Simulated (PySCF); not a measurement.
3-pentanone: calculation against experiment

**Experimental background.**

From NIST CCCBDB Release 22 (SRD 101), experimental polarizabilities, for the gas: mean polarisability 9.93 Å³.

How close the calculation comes is told at the end.

Species: 3-pentanone, C₅H₁₀O.
SMILES with atom numbers: `[CH3:1][CH2:2][C:3](=[O:4])[CH2:5][CH3:6]` (hydrogens: H7, H8, H9 on C1; H10, H11 on C2; H12, H13 on C5; H14, H15, H16 on C6)

Geometry (GFN2-xTB, Å), atoms numbered from 1 in this order:
```xyz
16
C5H10O angstrom
C      2.5441    0.0308    0.0507
C      1.2007    0.0288   -0.6665
C      0.0319    0.0515    0.3005
O      0.1584    0.2749    1.4760
C     -1.3102   -0.2348   -0.3468
C     -2.4785    0.1041    0.5693
H      2.6465   -0.8637    0.6599
H      3.3612    0.0631   -0.6655
H      2.6144    0.8944    0.7065
H      1.1132    0.9165   -1.2995
H      1.1071   -0.8432   -1.3171
H     -1.3270   -1.3003   -0.5935
H     -1.3785    0.3171   -1.2864
H     -3.4215   -0.1784    0.1083
H     -2.4946    1.1709    0.7786
H     -2.3749   -0.4228    1.5140
```

Runs made with PySCF (gas phase, on this GFN2-xTB geometry; no spin–orbit coupling):

```
          level                                                                job  basis functions  wall time
B3LYP/def2-SVPD  8 singlets by full TDDFT, 3 Tamm–Dancoff triplets, polarisability              203       28 s
```

Hardware: one thread, Arm Neoverse V1 (shared host).

Results beside the measurements:

**Mean polarisability.** Measured: 9.93 Å³ (NIST CCCBDB Release 22 (SRD 101), experimental polarizabilities).

```csv
level,computed (Å³),computed − measured (Å³),% (from the printed values)
B3LYP/def2-SVPD,9.56,-0.37,-4
```

The computed values are static and purely electronic, with core orbitals frozen in the response (1 au = 0.148185 Å³). The table of measured values doesn't say here whether a value is static or optical, or holds a vibrational part. The measurement averages over conformers, the calculation has one.

No measured geometry was used, and the causes of the misses weren't examined.
